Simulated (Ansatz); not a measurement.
Tetradymite Bi2Se3 was calculated with LDA (plane waves, PAW; Ansatz, a program for electronic structure).

Run with plane-wave cutoff 520 eV, 10×10×10 k mesh, Fermi–Dirac smearing 0.01 eV, scalar-relativistic PAW data made under PBE.

Computed points:

| V (Å³/atom) | E − E_lowest (meV/atom) | P (GPa) |
|---|---|---|
| 26.057 | 6.91 | 2.159 |
| 26.600 | 1.64 | 0.990 |
| 27.143 | 0.00 | 0.012 |
| 27.686 | 1.29 | -0.766 |
| 28.229 | 4.81 | -1.299 |

### Question
Estimate the bulk modulus from the pressures at 26.600 and 27.686 Å³/atom, and compare it with a fit to all energies.

### Answer
B = −V dP/dV. Between V = 26.600 and 27.686 Å³/atom, dP/dV = (-0.766 − (0.990))/(27.686 − 26.600) = -1.62 GPa per Å³/atom; at the midpoint 27.143 Å³/atom this gives B ≈ 43.9 GPa. The third-order Birch–Murnaghan fit gives V0 = 27.154 Å³/atom, B0 = 42.4 GPa, B′ = 11.1, which lies 3 % below that estimate.

Shape and atoms are relaxed at each volume.

Note: the gap of the solid is closed in this run; this level leaves the solid without a gap, although one is measured; the bulk modulus comes from volumes at which shape and atoms were relaxed.

Spin–orbit coupling is not included; it can open a gap where bands touch, and shift volumes and moduli.

The computed numbers hold no vibrational or temperature effects.
